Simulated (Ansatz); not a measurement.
A made-up structure of CH₆Si₂, singlet:

```
atom    x (Å)    y (Å)    z (Å)
  C1  -0.7372   0.0377  -0.6575
 Si2   0.8877   0.8653  -0.1335
 Si3  -0.0819  -0.9068   0.8518
  H4  -1.6512   0.6123  -0.5235
  H5  -0.7382  -0.4904  -1.6087
  H6   0.7749   2.2310   0.4302
  H7  -0.2124  -0.8822  -0.7000
  H8   0.3848  -2.2915   0.6063
  H9  -0.8687  -0.7725   2.1002
```

It is relaxed with PBE-D4/def2-SVP and then PBE0-D4/def2-TZVP (Ansatz 0.2.0). Atoms count as bonded within 1.22 times the sum of their covalent radii (H–H: 0.88 Å). The end point is not checked to be a true minimum.

Q: Does its bonding change? (A judgement: the text doesn't fix the answer.)

A: Computed: Yes. Formed: none; broken: C1–Si2, Si3–H7.

Where it ends: The first stage lowers the energy by 4.34 eV in 19 steps. It ends as CH₆Si₂ ([CH3][SiH2][SiH]):
```
atom    x (Å)    y (Å)    z (Å)
  C1  -0.8882  -0.3126  -0.6528
 Si2   1.3867   0.7783  -0.3143
 Si3   0.1598  -0.7212   0.9081
  H4  -1.8529   0.1011  -0.3590
  H5  -0.4513   0.4555  -1.3425
  H6   0.5463   1.8557   0.3640
  H7  -1.0115  -1.1953  -1.2797
  H8   0.4838  -2.1712   0.9111
  H9  -0.6148  -0.3874   2.1306
```

Labels in which every atom is bracketed show which atoms are joined, not bond orders.

For scale, one of the runs: PBE0-D4/def2-TZVP relaxation, 141 basis functions, launched by `ansatz run in.yaml --threads 2 --pin off --events-out ev --progress --plain --max-ram 4352MiB`. Hardware: 2 CPU threads of an Arm Neoverse V1, shared host. Wall time about 21 s.
